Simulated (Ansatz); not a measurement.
Results of LDA (PAW; Ansatz, a quantum-chemistry and plane-wave program) for fluorite SrCl2.

Settings: plane-wave cutoff 520 eV, 6×6×6 k mesh, scalar-relativistic PAW data made under PBE.

The cell has the measured lattice: a = 6.974 Å, b = 6.974 Å, c = 6.974 Å, α = 90.00°, β = 90.00°, γ = 90.00°.

Q: Give the computed elastic constant C12, polycrystal shear modulus (Hill average), elastic constant C44, Poisson ratio and elastic constant C11.

A: 
- elastic constant C12 = 14.0 GPa
- polycrystal shear modulus (Hill average) = 14.1 GPa
- elastic constant C44 = 9.37 GPa
- Poisson ratio = 0.301
- elastic constant C11 = 64.1 GPa

Note: the cell isn't this level's own, so it is under some stress, which shifts stiffness and frequencies.

Elastic constants are with the ions relaxed.

Computed values are for the static lattice.

Cost on a shared machine: about 60 core-seconds (a rough figure).
